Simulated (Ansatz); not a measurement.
**H₂Si–CH, quartet: the ladder up to UCCSDT(Q)**

Geometry: that of the H2Si–CH, doublet, kept fixed. The doublet lies 2.7 eV lower here.

```xyz
5

Si    0.0000    0.0000    0.4916
C     0.0000    0.0000   -1.1766
H     0.0000    1.2470    1.2863
H     0.0000   -1.2470    1.2863
H     0.0000    0.0000   -2.2494
```

Basis cc-pVDZ; Ansatz 0.2.0. Only valence electrons are correlated (noble-gas cores frozen), which leaves 11 electrons in 41 orbitals. R marks a restricted (for open shells ROHF) determinant, U an unrestricted one. Active spaces: valence = (11e, 11o) chosen from the atoms' valence shells.

Full CI isn't at hand for all of this; UCCSDT(Q) serves as the reference, and is uncertain by about the last step of the cluster series. The frozen core follows each run's orbitals, which can shift R against U totals by a few meV.

For open shells CISD is restricted-active-space CI with the open shells as a complete middle space.

- UHF ⟨S²⟩: 3.787
- T1 diagnostic (RCCSD): 0.0219
- largest doubles amplitude (RCCSD): 0.042
- T1 diagnostic (UCCSD): 0.0147

| level | E − E(UCCSDT(Q)) (meV) | share of correlation (%) | wall time |
| --- | --- | --- | --- |
| RHF | 6126 | 0.00 | – |
| UHF | 5821 | 4.98 | – |
| RMP2 | 1205 | 80.34 | – |
| UMP2 | 1217 | 80.14 | – |
| CISD | 564 | 90.79 | 4.2 s |
| RCCSD | 165 | 97.31 | – |
| UCCSD | 159 | 97.40 | – |
| RCCSD(T) | 35 | 99.43 | 0.78 s |
| UCCSD(T) | 34 | 99.45 | 0.84 s |
| BCCD(T) | 35 | 99.44 | 0.91 s |
| RCCSDT | 8 | 99.88 | – |
| UCCSDT | 6 | 99.90 | – |
| RCCSDT(Q) | 1 | 99.98 | 16 s |
| CASSCF (valence space) | 4145 | 32.33 | – |
| NEVPT2 (valence space) | 1014 | 83.44 | 4.1 s |
| MRCISD (valence space) | 283 | 95.38 | – |
| MRCISD+Q (valence space) | 27 | 99.56 | 7.5 s |

The correlation energy at UCCSDT(Q), counted from RHF, is -6.126 eV. That run took 15 s on 1 thread of AMD EPYC 9R45, shared host.

Times hold each run's SCF and search for its determinant on a shared host, so for small cases they say little of a method's own cost; they ran on 1 thread of AMD EPYC 9R45.

Natural occupations of CASSCF (valence space) about the gap: 1.976 1.972 1.972 1.004 1.000 0.996 0.043 0.025 0.018 0.011; effectively unpaired electrons, Σ n²(2−n)², 3.02.
